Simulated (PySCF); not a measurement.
# From one method to the next for SiCl⁺

What do other methods print for SiCl⁺?

The runs use PySCF 2.14.0; method and basis as typed in the scripts.

2 further runs of the same task are left out: 2 that didn't finish.

## Step 1: Starting geometry

SiCl⁺: 2 atoms, charge 1, spin multiplicity 1.

Bond lengths: Si1–Cl2 1.869 Å.

## Step 2: The base run

File input.py:

```python
from pyscf import gto, scf

mol = gto.M(
    atom='Si 0 0 0; Cl 0 0 1.869',
    basis='6-31+g*',
    charge=1,
    spin=0,
    verbose=4,
)
mf = scf.RHF(mol)
mf.kernel()
mf.nuc_grad_method().kernel()
mf.dip_moment()
print('orbital energies (hartree):', mf.mo_energy[..., max(0, mol.nelec[1]-3):mol.nelec[0]+3].round(4))
```

Run with:

```console
python input.py
```

Its log is not repeated here.

Base result: E(SCF) = -748.116185 Eh, 9 cycles, gradient on the second atom -0.0534 Eh/bohr.

The bond length is a typed value, not an optimised one. The dipole of an ion depends on the origin.

## Step 3: Stability test

Run 1 changes step after the SCF: gradient → stability.

input.py, as its differences from that of step 2:

```diff
@@ -11,3 +11,3 @@
 mf.kernel()
-mf.nuc_grad_method().kernel()
+mf.stability(internal=True, external=True)
 mf.dip_moment()
```

Run with:

```console
python input.py
```

The log of the run, cut to the lines that bear on the results:

```text
[lines on the frontier levels of each cycle are left out]
PySCF version 2.14.0

[INPUT] verbose = 4
[INPUT] num. atoms = 2
[INPUT] num. electrons = 30
[INPUT] charge = 1
[INPUT] spin (= nelec alpha-beta = 2S) = 0
[INPUT] symmetry False subgroup None
[INPUT] Mole.unit = angstrom
[INPUT] Symbol           X                Y                Z      unit          X                Y                Z       unit  Magmom
[INPUT]  1 Si     0.000000000000   0.000000000000   0.000000000000 AA    0.000000000000   0.000000000000   0.000000000000 Bohr   0.0
[INPUT]  2 Cl     0.000000000000   0.000000000000   1.869000000000 AA    0.000000000000   0.000000000000   3.531898126812 Bohr   0.0

nuclear repulsion = 67.3858620647191
number of shells = 20
number of NR pGTOs = 110
number of NR cGTOs = 44
basis = 6-31+g*
ecp = {}

******** <class 'pyscf.scf.hf.RHF'> ********
method = RHF
initial guess = minao
damping factor = 0
level_shift factor = 0
DIIS = <class 'pyscf.scf.diis.CDIIS'>
diis_start_cycle = 1
diis_space = 8
diis_damp = 0
SCF conv_tol = 1e-09
SCF conv_tol_grad = None
SCF max_cycles = 50
direct_scf = True
direct_scf_tol = 1e-13
Set gradient conv threshold to 3.16228e-05
Initial guess from minao.
init E= -748.575927129991
cycle= 1 E= -748.066690374125  delta_E= 0.509  |g|= 0.33  |ddm|= 1.57
cycle= 2 E= -748.110905905118  delta_E= -0.0442  |g|= 0.126  |ddm|= 0.84
cycle= 3 E= -748.115901929799  delta_E= -0.005  |g|= 0.0236  |ddm|= 0.186
cycle= 4 E= -748.116158793389  delta_E= -0.000257  |g|= 0.00592  |ddm|= 0.054
cycle= 5 E= -748.116181692969  delta_E= -2.29e-05  |g|= 0.00202  |ddm|= 0.013
cycle= 6 E= -748.116184903078  delta_E= -3.21e-06  |g|= 0.000506  |ddm|= 0.00597
cycle= 7 E= -748.116185174113  delta_E= -2.71e-07  |g|= 8.05e-05  |ddm|= 0.0021
cycle= 8 E= -748.116185179612  delta_E= -5.5e-09  |g|= 6.29e-06  |ddm|= 0.000323
cycle= 9 E= -748.116185179638  delta_E= -2.64e-11  |g|= 5.28e-07  |ddm|= 2.23e-05
Extra cycle  E= -748.116185179638  delta_E= 6.82e-13  |g|= 1.47e-07  |ddm|= 1.91e-06
converged SCF energy = -748.116185179638
rhf_internal: lowest eigs of H = [0.97466666 0.97466859 1.0464815 ]
<class 'pyscf.scf.hf.RHF'> wavefunction is stable in the internal stability analysis
rhf_real2complex: lowest eigs of H = [0.17676046 0.17676106 0.24725429]
<class 'pyscf.scf.hf.RHF'> wavefunction is stable in the real -> complex stability analysis
rhf_external: lowest eigs of H = [0.03825249 0.03825962 0.17657125]
<class 'pyscf.scf.hf.RHF'> wavefunction is stable in the RHF/RKS -> UHF/UKS stability analysis

WARN: System has nonzero charge 1; the dipole moment is origin-dependent.
Location of origin: [0. 0. 0.]

Dipole moment(X, Y, Z, Debye): -0.00000, -0.00000,  1.61390
orbital energies (hartree): [-0.7618 -0.7618 -0.6902 -0.2258 -0.2258 -0.1072]
```

Run time: 0.85 s. Hardware: 1 thread, shared host.

Result: E(SCF) = -748.116185 Eh (no change), 9 cycles, internal stable; real -> complex stable; RHF/RKS -> UHF/UKS stable.

## Step 4: Mn15l (RKS)

Run 2 changes functional: none (Hartree–Fock) → mn15l; SCF type: RHF → RKS; step after the SCF: gradient → analyze.

File input.py:

```python
from pyscf import gto, dft

mol = gto.M(
    atom='Si 0 0 0; Cl 0 0 1.869',
    basis='6-31+g*',
    charge=1,
    spin=0,
    verbose=4,
)
mf = dft.RKS(mol, xc='mn15l')
mf.kernel()
mf.analyze()
print('orbital energies (hartree):', mf.mo_energy[..., max(0, mol.nelec[1]-3):mol.nelec[0]+3].round(4))
```

Run with:

```console
python input.py
```

The log of the run:

```text
[... 20 set-up lines left out, the same as in an earlier log ...]
******** <class 'pyscf.dft.rks.RKS'> ********
method = RKS
[... 12 set-up lines left out, the same as in an earlier log ...]
XC library pyscf.dft.libxc version 7.0.0
    S. Lehtola, C. Steigemann, M. J.T. Oliveira, and M. A.L. Marques.,  SoftwareX 7, 1–5 (2018)
XC functionals = mn15l
    H. S. Yu, X. He, and D. G. Truhlar.,  J. Chem. Theory Comput. 12, 1280-1293 (2016)
    H. S. Yu, X. He, and D. G. Truhlar.,  J. Chem. Theory Comput. 12, 1280-1293 (2016)
radial grids:
    Treutler-Ahlrichs [JCP 102, 346 (1995); DOI:10.1063/1.469408] (M4) radial grids
[... 1 set-up line left out, the same as in an earlier log ...]
becke partition: Becke, JCP 88, 2547 (1988); DOI:10.1063/1.454033
pruning grids: <function nwchem_prune>
grids dens level: 3
symmetrized grids: False
atomic radii adjust function: <function treutler_atomic_radii_adjust>
small_rho_cutoff = 0
[... 2 set-up lines left out, the same as in an earlier log ...]
tot grids = 38064
init E= -749.714665237854
  HOMO = -0.280579151542435  LUMO = -0.105825605568804  gap/eV = 4.75529
cycle= 1 E= -749.181191179503  delta_E= 0.533  |g|= 0.262  |ddm|= 1.79
  HOMO = -0.599577772715107  LUMO = -0.412022235814291  gap/eV = 5.10365
cycle= 2 E= -749.143475614674  delta_E= 0.0377  |g|= 0.434  |ddm|= 1.12
  HOMO = -0.572966372949517  LUMO = -0.382958004422541  gap/eV = 5.17039
cycle= 3 E= -749.213041976901  delta_E= -0.0696  |g|= 0.0639  |ddm|= 0.668
  HOMO = -0.558384197703571  LUMO = -0.369334640073495  gap/eV = 5.14430
cycle= 4 E= -749.214333179598  delta_E= -0.00129  |g|= 0.00971  |ddm|= 0.101
  HOMO = -0.557764673817791  LUMO = -0.368686386665859  gap/eV = 5.14508
cycle= 5 E= -749.214357727295  delta_E= -2.45e-05  |g|= 0.00222  |ddm|= 0.0139
  HOMO = -0.55769124917828  LUMO = -0.368542275050213  gap/eV = 5.14701
cycle= 6 E= -749.214359232086  delta_E= -1.5e-06  |g|= 0.000144  |ddm|= 0.00314
  HOMO = -0.557700738045444  LUMO = -0.368558770269275  gap/eV = 5.14682
cycle= 7 E= -749.214359240531  delta_E= -8.45e-09  |g|= 1.92e-05  |ddm|= 0.000387
  HOMO = -0.557704763673821  LUMO = -0.368561642728054  gap/eV = 5.14685
cycle= 8 E= -749.214359240716  delta_E= -1.84e-10  |g|= 7.69e-07  |ddm|= 5.17e-05
  HOMO = -0.557704787054326  LUMO = -0.368561792144318  gap/eV = 5.14684
Extra cycle  E= -749.214359240716  delta_E= -9.09e-13  |g|= 3.5e-07  |ddm|= 4.62e-06
converged SCF energy = -749.214359240716
**** SCF Summaries ****
Total Energy =                        -749.214359240716476
Nuclear Repulsion Energy =              67.385862064719106
One-electron Energy =                -1160.792035506801312
Two-electron Energy =                  344.191814201365673
Two-electron Coulomb Energy =          392.918980297602445
DFT Exchange-Correlation Energy =      -48.727166096236758
HOMO-LUMO gap [eV] =                     5.146843047475111
**** MO energy ****
MO #1   energy= -101.509802060363  occ= 2
MO #2   energy= -66.2260176401497  occ= 2
MO #3   energy= -9.71330878870823  occ= 2
MO #4   energy= -7.46561635162373  occ= 2
MO #5   energy= -7.46209386257564  occ= 2
MO #6   energy= -7.46209386257563  occ= 2
MO #7   energy= -5.64961867131477  occ= 2
MO #8   energy= -3.96167044532217  occ= 2
MO #9   energy= -3.96167044532216  occ= 2
MO #10  energy= -3.95367991828436  occ= 2
MO #11  energy= -1.13218597071229  occ= 2
MO #12  energy= -0.745479893703434 occ= 2
MO #13  energy= -0.622293651186343 occ= 2
MO #14  energy= -0.622293651186341 occ= 2
MO #15  energy= -0.557704787054326 occ= 2
MO #16  energy= -0.368561792144318 occ= 0
MO #17  energy= -0.368561792144314 occ= 0
MO #18  energy= -0.209787379905658 occ= 0
MO #19  energy= -0.151883232697668 occ= 0
MO #20  energy= -0.109866692148544 occ= 0
MO #21  energy= -0.109866692148536 occ= 0
MO #22  energy= -0.0885003952275396 occ= 0
MO #23  energy= -0.083567050679535 occ= 0
MO #24  energy= -0.0535098963134271 occ= 0
MO #25  energy= -0.0535098963134092 occ= 0
MO #26  energy= -0.0175060730445598 occ= 0
MO #27  energy= 0.127547654249696  occ= 0
MO #28  energy= 0.154571467584919  occ= 0
MO #29  energy= 0.154571467584929  occ= 0
MO #30  energy= 0.182044806084391  occ= 0
MO #31  energy= 0.247440975713087  occ= 0
MO #32  energy= 0.247440975713093  occ= 0
MO #33  energy= 0.301235282417218  occ= 0
MO #34  energy= 0.30124183904545   occ= 0
MO #35  energy= 0.350539328405681  occ= 0
MO #36  energy= 0.445223814757872  occ= 0
MO #37  energy= 0.445223814757931  occ= 0
MO #38  energy= 0.550242552218294  occ= 0
MO #39  energy= 0.603488908481216  occ= 0
MO #40  energy= 0.603503168900983  occ= 0
MO #41  energy= 0.62404536440779   occ= 0
MO #42  energy= 0.788053593338033  occ= 0
MO #43  energy= 0.788053593338039  occ= 0
MO #44  energy= 1.23615045139318   occ= 0
 ** Mulliken pop on meta-lowdin orthogonal AOs  **
 ** Mulliken pop  **
pop of  0 Si 1s           2.00000
pop of  0 Si 2s           1.99988
pop of  0 Si 3s           1.81432
pop of  0 Si 4s           0.01119
pop of  0 Si 5s           0.00223
pop of  0 Si 2px          1.99993
pop of  0 Si 2py          1.99993
pop of  0 Si 2pz          1.99994
pop of  0 Si 3px          0.23286
pop of  0 Si 3py          0.23286
pop of  0 Si 3pz          0.72319
pop of  0 Si 4px          0.00630
pop of  0 Si 4py          0.00630
pop of  0 Si 4pz          0.02303
pop of  0 Si 5px          0.00013
pop of  0 Si 5py          0.00013
pop of  0 Si 5pz          0.00246
pop of  0 Si 3dxy         0.00000
pop of  0 Si 3dyz         0.01134
pop of  0 Si 3dz^2        0.01706
pop of  0 Si 3dxz         0.01134
pop of  0 Si 3dx2-y2      0.00000
pop of  1 Cl 1s           2.00000
pop of  1 Cl 2s           1.99987
pop of  1 Cl 3s           1.80538
pop of  1 Cl 4s           0.00271
pop of  1 Cl 5s           0.00229
pop of  1 Cl 2px          1.99997
pop of  1 Cl 2py          1.99997
pop of  1 Cl 2pz          1.99996
pop of  1 Cl 3px          1.73751
pop of  1 Cl 3py          1.73751
pop of  1 Cl 3pz          1.57276
pop of  1 Cl 4px          0.00426
pop of  1 Cl 4py          0.00426
pop of  1 Cl 4pz          0.01075
pop of  1 Cl 5px          0.00245
pop of  1 Cl 5py          0.00245
pop of  1 Cl 5pz          0.00023
pop of  1 Cl 3dxy         0.00000
pop of  1 Cl 3dyz         0.00524
pop of  1 Cl 3dz^2        0.01276
pop of  1 Cl 3dxz         0.00524
pop of  1 Cl 3dx2-y2      0.00000
 ** Mulliken atomic charges  **
charge of    0Si =      0.90557
charge of    1Cl =      0.09443

WARN: System has nonzero charge 1; the dipole moment is origin-dependent.
Location of origin: [0. 0. 0.]

Dipole moment(X, Y, Z, Debye): -0.00000,  0.00000,  2.15160
orbital energies (hartree): [-0.6223 -0.6223 -0.5577 -0.3686 -0.3686 -0.2098]
```

Run time: 2 s. Hardware: 1 thread, shared host.

This run: E(SCF) = -749.214359 Eh, 8 cycles.

## Step 5: CCSD

Run 3 changes step after the SCF: gradient → ccsd; frozen orbitals: none → 10.

input.py, as its differences from that of step 2:

```diff
@@ -1,2 +1,2 @@
-from pyscf import gto, scf
+from pyscf import gto, scf, cc
 
@@ -11,3 +11,4 @@
 mf.kernel()
-mf.nuc_grad_method().kernel()
+mycc = cc.CCSD(mf, frozen=10)
+mycc.kernel()
 mf.dip_moment()
```

Run with:

```console
python input.py
```

The log of the run, cut to the lines that bear on the results:

```text
[lines on the frontier levels of each cycle are left out]
[... 36 set-up lines left out, the same as in an earlier log ...]
init E= -748.575927129991
cycle= 1 E= -748.066690374125  delta_E= 0.509  |g|= 0.33  |ddm|= 1.57
cycle= 2 E= -748.110905905118  delta_E= -0.0442  |g|= 0.126  |ddm|= 0.84
cycle= 3 E= -748.115901929799  delta_E= -0.005  |g|= 0.0236  |ddm|= 0.186
cycle= 4 E= -748.116158793389  delta_E= -0.000257  |g|= 0.00592  |ddm|= 0.054
cycle= 5 E= -748.116181692969  delta_E= -2.29e-05  |g|= 0.00202  |ddm|= 0.013
cycle= 6 E= -748.116184903078  delta_E= -3.21e-06  |g|= 0.000506  |ddm|= 0.00597
cycle= 7 E= -748.116185174113  delta_E= -2.71e-07  |g|= 8.05e-05  |ddm|= 0.0021
cycle= 8 E= -748.116185179612  delta_E= -5.5e-09  |g|= 6.29e-06  |ddm|= 0.000323
cycle= 9 E= -748.116185179638  delta_E= -2.64e-11  |g|= 5.28e-07  |ddm|= 2.23e-05
Extra cycle  E= -748.116185179638  delta_E= 6.82e-13  |g|= 1.47e-07  |ddm|= 1.91e-06
converged SCF energy = -748.116185179638

******** <class 'pyscf.cc.ccsd.CCSD'> ********
CC2 = 0
CCSD nocc = 5, nmo = 34
frozen orbitals 10
max_cycle = 50
direct = 0
conv_tol = 1e-07
conv_tol_normt = 1e-05
diis_space = 6
diis_start_cycle = 0
diis_start_energy_diff = 1e+09
Init t2, MP2 energy = -748.303087826025  E_corr(MP2) -0.186902646387444
Init E_corr(CCSD) = -0.186902646387455
cycle = 1  E_corr(CCSD) = -0.203334229018906  dE = -0.0164315826  norm(t1,t2) = 0.0581374
cycle = 2  E_corr(CCSD) = -0.209652794769013  dE = -0.00631856575  norm(t1,t2) = 0.0214351
cycle = 3  E_corr(CCSD) = -0.211526064048718  dE = -0.00187326928  norm(t1,t2) = 0.0111696
cycle = 4  E_corr(CCSD) = -0.212659793602257  dE = -0.00113372955  norm(t1,t2) = 0.00387842
cycle = 5  E_corr(CCSD) = -0.21251511763868  dE = 0.000144675964  norm(t1,t2) = 0.000923997
cycle = 6  E_corr(CCSD) = -0.212526135612038  dE = -1.10179734e-05  norm(t1,t2) = 0.000204533
cycle = 7  E_corr(CCSD) = -0.212529475970152  dE = -3.34035811e-06  norm(t1,t2) = 6.23312e-05
cycle = 8  E_corr(CCSD) = -0.212529611515263  dE = -1.35545111e-07  norm(t1,t2) = 2.0435e-05
cycle = 9  E_corr(CCSD) = -0.212529314534922  dE = 2.96980341e-07  norm(t1,t2) = 6.42833e-06
cycle = 10  E_corr(CCSD) = -0.21252934798654  dE = -3.34516178e-08  norm(t1,t2) = 1.30985e-06
CCSD converged
E(CCSD) = -748.3287145276241  E_corr = -0.2125293479865399

WARN: System has nonzero charge 1; the dipole moment is origin-dependent.
Location of origin: [0. 0. 0.]

Dipole moment(X, Y, Z, Debye): -0.00000, -0.00000,  1.61390
orbital energies (hartree): [-0.7618 -0.7618 -0.6902 -0.2258 -0.2258 -0.1072]
```

It took 0.79 s on 1 thread, shared host.

This run: E(SCF) = -748.116185 Eh (no change), 9 cycles, E(CCSD) − E(SCF) = -0.21253 Eh.

## Step 6: All runs together

| run | E(SCF) (hartree) | from base (eV) | cycles | gap (eV) | after the SCF |
| --- | --- | --- | --- | --- | --- |
| base | -748.116185 | 0 | 9 | 12.64 | n/a |
| stability test | -748.116185 | 0.0000 | 9 | 12.64 | stable |
| mn15l (RKS) | -749.214359 | not comparable | 8 | 5.15 | n/a |
| CCSD | -748.116185 | 0.0000 | 9 | 12.64 | CCSD correlation -5.783 eV, core frozen |

Wall time on 1 thread, shared host, start-up included: base 1.5 s; stability test 0.85 s; mn15l (RKS) 2 s; CCSD 0.79 s.

In words: Total energies of different functionals can't be compared with each other; differences within one functional can.
